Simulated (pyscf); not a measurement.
## Four-centre exchange: H₂As–GaH–AsH₂ (SMILES [AsH2][GaH][AsH2]) + AsH₃ (SMILES [AsH3]) -> H₂As–Ga(AsH₂)–AsH₂ (SMILES [AsH2][Ga]([AsH2])[AsH2]) + H₂ (SMILES [H][H])

Gas phase, singlet surface, charge 0. Bonds broken: Ga2–H6, As9–H10. Bonds formed: Ga2–As9, H6–H10. Structures and frequencies: ωB97X-D3(BJ)/def2-SVP in PySCF.

Transition state (Å):

```xyz
12

As    -3.2666    -0.2917     0.3350
Ga    -0.8918    -0.1152     0.5437
As     1.1371    -0.8132    -0.5102
H     -3.1886    -0.2693    -1.1833
H     -3.2408    -1.8108     0.3855
H     -0.5487     0.1039     2.1961
H      0.7893    -2.2882    -0.3897
H      0.5175    -0.7065    -1.8947
As    -0.6234     2.4675     0.3487
H     -0.5213     1.1460     1.6958
H     -1.4900     3.0708     1.4366
H      0.6904     2.8141     1.0212
```

One imaginary mode, 1212i cm⁻¹; descent along it reached the two sides named, in the forms told below.

```csv
bond,change,reactant side (Å),saddle,product side
Ga2–H6,breaks,1.572,1.702,2.8
As9–H10,breaks,1.533,1.890,3.5
Ga2–As9,forms,3.2,2.6,2.400
H6–H10,forms,2.7,1.156,0.762
```

Electronic energies relative to the separated reactants (kcal/mol):

```tsv
level	barrier	reaction energy	reverse barrier
ωB97X-D3(BJ)/def2-TZVP	15.7	-15.3	31.0
PBE/def2-TZVP	13.9	-11.6	25.5
r²SCAN/def2-TZVP	13.8	-12.2	26.0
B3LYP-D3(BJ)/def2-TZVP	17.4	-12.4	29.8
PBE0-D3(BJ)/def2-TZVP	13.7	-12.7	26.4
M06-2X/def2-TZVP	18.9	-13.6	32.5
ωB97M-D3(BJ)/def2-TZVP	21.2	-9.8	31.0
HF/def2-TZVP	41.7	-4.8	46.5
```

With ωB97M-D3(BJ)/def2-TZVP energies and thermal terms (ideal gas, 1 atm, RRHO with modes under 100 cm⁻¹ raised to 100, one conformer, R ln 2 for chiral ones without a mode under 150 cm⁻¹), in kcal/mol:

| T (K) | ΔH‡ | ΔG‡ | ΔH | ΔG |
|---|---|---|---|---|
| 298 | 20.9 | 31.6 | -10.3 | -8.8 |
| 600 | 21.4 | 42.2 | -8.9 | -7.8 |
| 900 | 22.1 | 52.5 | -8.1 | -7.5 |
| 1200 | 22.8 | 62.6 | -7.6 | -7.4 |

On the reactant side the descent ends in a complex, 5.8 kcal/mol under the separated species and 21.5 kcal/mol under the saddle at ωB97X-D3(BJ)/def2-TZVP. At the saddle there is also a short Ga–H contact that neither side keeps. One saddle was located; it need not be the lowest between these sides. Elements up to Kr have no core potential and no relativistic terms here.
